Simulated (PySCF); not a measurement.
Peak assignment

Mapped SMILES: `[O:1]=[c:2]1[cH:3][cH:4][o:5][cH:6][cH:7]1`; H(Xn) means a hydrogen on atom n.

[PySCF: NMR shieldings at PBE0/pcSseg-2/GIAO; geometry from PBE0-D3(BJ)/def2-TZVP; gas phase; relativity neglected; a single conformation; rapidly exchanging positions averaged]

Scale: TMS for $^{13}$C and $^{1}$H (reference shieldings calculated alike).

Task: Assign these signals to the numbered atoms. $^{13}$C{$^{1}$H} NMR (computed): δ 183.2, 163.9, 129.8.

Result: 
183.2 → C2, ring carbonyl carbon
163.9 → C4/C6, unsaturated ring CH
129.8 → C3/C7, unsaturated ring CH

Task: Assign these signals to the numbered atoms. $^{1}$H NMR (600 MHz, computed): δ 7.71 (d, 2H), 6.48 (d, 2H).

Result: 
| δ (ppm) | atoms | environment | reason |
| --- | --- | --- | --- |
| 7.71 | H(C4)/H(C6) | hydrogen on a unsaturated ring CH | – |
| 6.48 | H(C3)/H(C7) | hydrogen on a unsaturated ring CH | – |

Shifts are as computed. Against solution values, carbons near 30 ppm lie about +3 ppm off and those near 130 ppm about +9 ppm. Of 1309 compounds with measured shifts, 239 miss one by over three times the rms of a fit or turn the order of signals round; such compounds aren't used in these exercises. No couplings were computed; multiplicities are counted from neighbouring protons, with m where these are inequivalent, close in shift, in a saturated or five-membered ring or joined by F or P, and br s for small geminal =CH2 splittings.
